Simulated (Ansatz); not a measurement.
# SiH₂Cl− (SMILES [SiH2-]Cl): single points off equilibrium

One table from this session's results is given with a row withheld; the runs are named, their logs left out.

Method: single points in def2-TZVPPD; program: Ansatz 0.2.0, Gaussian basis.

Cores are frozen in the correlated methods.

**Where the work starts**

SMILES `[SiH2-]Cl`, 4 atoms, charge -1, spin multiplicity 1.

Atoms are counted from 1 here; the program's logs count them from 0.

Bond lengths: Si1–Cl2 2.290 Å, Si1–H3 1.512 Å, Si1–H4 1.499 Å. Angles: Cl2–Si1–H3 95.0°, Cl2–Si1–H4 95.6°, H3–Si1–H4 100.0°.

Coordinates:

```
atom    x (Å)    y (Å)    z (Å)
 Si1  -0.4898   0.4352   0.2477
 Cl2   1.6648  -0.1330   0.7773
  H3  -0.9900  -0.9904   0.1869
  H4  -0.2234   0.6789  -1.2072
```

The first run:

Contents of run/in.yaml:

```yaml
crystal:
  periodic: [false, false, false]
  atoms:
    - {symbol: Si, position_ang: [-0.489800, 0.435200, 0.247700]}
    - {symbol: Cl, position_ang: [1.664800, -0.133000, 0.777300]}
    - {symbol: H, position_ang: [-0.990000, -0.990400, 0.186900]}
    - {symbol: H, position_ang: [-0.223400, 0.678900, -1.207200]}
basis:
  gaussian: {orbitals: "def2-TZVPPD.json"}
total_charge: -1
correlation: {method: ccsd_t}
output: {forces: true}
```

The basis file named in the input lies beside it (Basis Set Exchange, JSON).

The command line of these runs was not kept.

Steps of the session up to this table: CCSD(T)/def2-TZVPPD; PBE0-D4/def2-TZVPPD; wB97M-V/def2-TZVPPD; r2SCAN-D4/def2-TZVPPD; PBE-D4/def2-TZVPPD; CAM-B3LYP-D4/def2-TZVPPD; BLYP-D4/def2-TZVPPD.

One table of the session follows, with a row left open; its other results are not shown here.

| method | RMS force component (eV/Å) | angle to CCSD(T) forces (°) |
| --- | --- | --- |
| CCSD(T) | 0.362 | reference |
| PBE0-D4 | 0.420 | 5.7 |
| wB97M-V | 0.359 | 3.0 |
| r2SCAN-D4 | 0.411 | 2.9 |
| PBE-D4 | 0.483 | 9.6 |
| CAM-B3LYP-D4 | ? | ? |
| BLYP-D4 | 0.441 | 20.6 |

Q: Estimate the row for CAM-B3LYP-D4 from the others.

The run gave: RMS force component (eV/Å): 0.341; angle to CCSD(T) forces (°): 3.3. In the column «RMS force component (eV/Å)» it is the lowest.
